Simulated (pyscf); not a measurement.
Structures and frequencies: ωB97X-D3(BJ)/def2-SVP in PySCF.

Task: For HO–As(OH)–OH + gallane (GaH₃) → HO–As(OH)–O–GaH₂ + hydrogen (H₂), a four-centre exchange (singlet surface; H–O, Ga–H broken, Ga–O, H–H formed), PBE/def2-TZVP gives ΔE‡ = 4.6 kcal/mol and ΔE = -22.0 kcal/mol (zero: the separated reactants). In which direction and how far do PBE0-D3(BJ)/def2-TZVP, M06-2X/def2-TZVP, ωB97M-D3(BJ)/def2-TZVP move these?

Result: PBE0-D3(BJ): ΔE‡ = 5.6 kcal/mol, ΔE = -22.8 kcal/mol; M06-2X: ΔE‡ = 4.8 kcal/mol, ΔE = -29.6 kcal/mol; ωB97M-D3(BJ): ΔE‡ = 9.2 kcal/mol, ΔE = -22.3 kcal/mol. PBE's barrier matches one of them and lies within 4.6 kcal/mol of the others. Its reaction energy lies over all of them, by 0.3 to 7.6 kcal/mol. On the reactant side the descent ends in an adduct with a Ga–O contact (not fully relaxed), 17.4 kcal/mol under the separated species and 23.8 kcal/mol under the saddle at ωB97X-D3(BJ)/def2-TZVP. What is counted as formed (Ga–O) is already present as a longer contact in the reactant adduct; forming that adduct is a step of its own. At the saddle there is also a short Ga–H contact that neither side keeps. At ωB97X-D3(BJ)/def2-TZVP the barrier from the zero used here is 6.4 kcal/mol. HO–As(OH)–O–GaH₂ is closed by a dative Ga–O, As–Ga contact. One saddle was located; it need not be the lowest between these sides. Elements up to Kr have no core potential and no relativistic terms here.
